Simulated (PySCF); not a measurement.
Compound: CH3N.
Numbering: `[CH2:1]=[NH:2]` (hydrogens: H3, H4 on C1; H5 on N2)

The same species was optimised twice, with GFN2-xTB and with PBE0-D3(BJ)/def2-SVP (PySCF), and the same property calculations (PySCF, gas phase) were run on both structures.

```json
{"coordinate": "C1–H3 (Å)", "GFN2-xTB": "1.083", "PBE0-D3(BJ)/def2-SVP": "1.103", "change": "+0.020"}
{"coordinate": "C1=N2 (Å)", "GFN2-xTB": "1.248", "PBE0-D3(BJ)/def2-SVP": "1.264", "change": "+0.016"}
{"coordinate": "C1–H4 (Å)", "GFN2-xTB": "1.096", "PBE0-D3(BJ)/def2-SVP": "1.107", "change": "+0.011"}
{"coordinate": "N2–H5 (Å)", "GFN2-xTB": "1.020", "PBE0-D3(BJ)/def2-SVP": "1.026", "change": "+0.006"}
{"coordinate": "C1–N2–H5 (°)", "GFN2-xTB": "115.6", "PBE0-D3(BJ)/def2-SVP": "110.3", "change": "-5.3"}
{"coordinate": "N2–C1–H3 (°)", "GFN2-xTB": "117.7", "PBE0-D3(BJ)/def2-SVP": "119.1", "change": "+1.4"}
{"coordinate": "N2–C1–H4 (°)", "GFN2-xTB": "126.6", "PBE0-D3(BJ)/def2-SVP": "125.3", "change": "-1.3"}
{"coordinate": "H3–C1–H4 (°)", "GFN2-xTB": "115.7", "PBE0-D3(BJ)/def2-SVP": "115.5", "change": "-0.2"}
```

Rotational constants: A = 205541, B = 35394, C = 30195 MHz (GFN2-xTB) against A = 195439, B = 34956, C = 29653 MHz (PBE0-D3(BJ)/def2-SVP). Point groups within 0.08 Å: Cs and Cs. Atoms that the bonding makes alike are paired by their places after alignment.

On the GFN2-xTB structure: HOMO (eV) -7.49 [PBE0/pcSseg-1]; LUMO (eV) -0.21 [PBE0/pcSseg-1]; dipole (D) 1.97 [PBE0/pcSseg-1]; GIAO shielding of C1 (ppm) 20.9 [PBE0/pcSseg-1]; GIAO shielding of N2 (ppm) -128.4 [PBE0/pcSseg-1].

What do these properties become on the PBE0-D3(BJ)/def2-SVP structure?

```json
{"property": "HOMO (eV)", "level": "PBE0/pcSseg-1", "on GFN2-xTB": "-7.49", "on PBE0-D3(BJ)/def2-SVP": "-7.72", "change": "-0.23"}
{"property": "LUMO (eV)", "level": "PBE0/pcSseg-1", "on GFN2-xTB": "-0.21", "on PBE0-D3(BJ)/def2-SVP": "-0.33", "change": "-0.12"}
{"property": "dipole (D)", "level": "PBE0/pcSseg-1", "on GFN2-xTB": "1.97", "on PBE0-D3(BJ)/def2-SVP": "2.08", "change": "+0.11"}
{"property": "energy, GFN2-xTB geometry as zero (kcal/mol)", "level": "PBE0/pcSseg-1", "on GFN2-xTB": "0.0", "on PBE0-D3(BJ)/def2-SVP": "-0.6", "change": "-0.6"}
{"property": "GIAO shielding of C1 (ppm)", "level": "PBE0/pcSseg-1", "on GFN2-xTB": "20.9", "on PBE0-D3(BJ)/def2-SVP": "14.7", "change": "-6.3"}
{"property": "GIAO shielding of N2 (ppm)", "level": "PBE0/pcSseg-1", "on GFN2-xTB": "-128.4", "on PBE0-D3(BJ)/def2-SVP": "-129.7", "change": "-1.3"}
```

The heavy atoms differ by 0.008 Å rms after alignment. Among all bonds C1–H3 changes most (+0.020 Å). Changes are differences of the printed values. Neither structure is proved a minimum here.
